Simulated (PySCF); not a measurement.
# Telling isomers of C3H5N apart by NMR

PySCF calculation with J: B3LYP/pcJ-1, σ from GIAO-PBE0/pcSseg-1 and structure optimised with PBE0-D3(BJ)/def2-SVP; one computed conformer, non-relativistic, fast rotation and ring inversion assumed for equivalent nuclei, gas phase.

δ = σ(ref) − σ, references computed at the same level: $^{1}$H and $^{13}$C vs TMS. Multiplet labels drop J under 1 Hz and among equivalent protons, and merge close values. Unscaled 3J(H,H) run several per cent high. Shifts are as computed. Against solution values, carbons near 30 ppm lie about +2 ppm off and those near 130 ppm about +5 ppm. Of 1211 compounds with measured shifts, 218 miss one by over three times the rms of a fit or turn the order of signals round; such compounds aren't used in these exercises.

(1) Tabulate the signals of `C=CN=C`, `CC1=NC1` and their relative energies.

(2) What is the quickest way to tell C=CN=C from CC1=NC1?

Answers

(1) 
```json
{"SMILES": "C=CN=C", "carbon types": "1×CH 2×CH2", "δC": "157.9, 156.6, 128.4", "δH": "7.39 (m, 1H), 7.21 (m, 1H), 6.70 (ddd, 1H), 6.09 (ddt, 1H), 5.51 (dt, 1H)", "E rel. (kcal/mol)": "0.0"}
{"SMILES": "CC1=NC1", "carbon types": "1×C 1×CH2 1×CH3", "δC": "172.6, 21.8, 16.0", "δH": "2.45 (s, 3H), 1.26 (s, 2H)", "E rel. (kcal/mol)": "9.2"}
```

Energies are electronic energies at PBE0/pcSseg-1 on these geometries, without zero-point or thermal terms, each for the one conformer computed, which needn't be the lowest.

(2) Both give the same number of carbon signals, but DEPT or the intensities differ. The first has a C=N carbon (CH2) at 157.9 ppm, the second a C=N carbon (C) at 172.6 ppm. In the proton spectra the most deshielded non-exchanging signals are 7.39 (m, 1H) and 2.45 (s, 3H).
